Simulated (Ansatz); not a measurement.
Species: CH₃O (charge 0, doublet). It need not be the lowest isomer of its formula. 
Coordinates optimised at B3LYP-D3(BJ)/def2-TZVP (Ansatz, a program for electronic structure):
```
C
O 1 1.3624
H 1 1.0992 2 113.34
H 1 1.0992 3 111.54 2 129.37
H 1 1.1083 3 106.28 4 115.42
```
Charge 0, spin multiplicity 2.

Property: vertical ionisation energy (to the triplet state of charge +1; each state is the SCF solution reached for its spin), in eV. Cores are frozen in the correlated levels unless marked. Open shells are spin-unrestricted. Spin-orbit coupling is left out. No relativistic terms. CBS marks a two-point X^-3 extrapolation of the correlation energy; Hartree-Fock from the larger set. The bracket is a focal-point correction in the basis named.

```csv
level,program,vertical ionisation energy (eV)
HF/aug-cc-pVTZ,Ansatz,9.74
RI-HF/aug-cc-pVQZ,Ansatz,9.74
```

Problem. Predict the RI-MP2/CBS(aug-cc-pVTZ,aug-cc-pVQZ)+[CCSD(T)-MP2]/aug-cc-pVTZ result (Ansatz).

Solution. 10.96 eV, so RI-HF/aug-cc-pVQZ differs from it by -1.22 eV.
